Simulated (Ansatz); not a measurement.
# Worked example: correlation energy of HGeP, triplet

Geometry: a PBE0/def2-TZVP stationary point for this spin, not checked as a minimum.

```xyz
3

Ge    0.0000   -0.0317    0.6858
P     0.0000    0.0234   -1.6341
H     0.0000    1.5630    0.7900
```

Basis cc-pVDZ; Ansatz 0.2.0. Only valence electrons are correlated (noble-gas cores and the filled d shells of p-block atoms frozen), which leaves 10 electrons in 31 orbitals. Prefix R: restricted or restricted open-shell reference; prefix U: unrestricted. No spin–orbit coupling is included, and no scalar relativity.

Full CI isn't at hand for all of this; UCCSDT(Q) serves as the reference, and is uncertain by about the last step of the cluster series.

The cluster runs stand on a determinant 0.03 eV above the lowest UHF solution, chosen by trial CCSD; the correlation energy below is counted from it.

Runs differ by some tens of microhartree through their thresholds and, for an open shell, their frozen cores, so steps under 0.03 kcal/mol mean nothing.

```csv
level,total energy (hartree)
UHF determinant under the cluster runs,-2416.601188
UMP2,-2416.750347
UCCSD,-2416.788219
UCCSD(T),-2416.794001
UCCSDT,-2416.795425
UCCSDT(Q),-2416.795841
```

What is the correlation energy at UCCSDT(Q), and what share of it do UMP2 and UCCSD(T) recover?

E(corr) = -2416.795841 − (-2416.601188) = -0.194653 hartree = -5.297 eV. UMP2: -0.149159 / -0.194653 = 76.63 %. UCCSD(T): -0.192813 / -0.194653 = 99.05 %.

By how many kcal/mol does UCCSD(T) miss UCCSDT(Q) (1 hartree = 627.509 kcal/mol), and which steps make up the rest?

-2416.794001 − (-2416.795841) = 0.001840 hartree = 1.15 kcal/mol. Steps: UCCSDT − UCCSD(T) = -0.89, UCCSDT(Q) − UCCSDT = -0.26 kcal/mol. Differences between like states or geometries often cancel part of this.
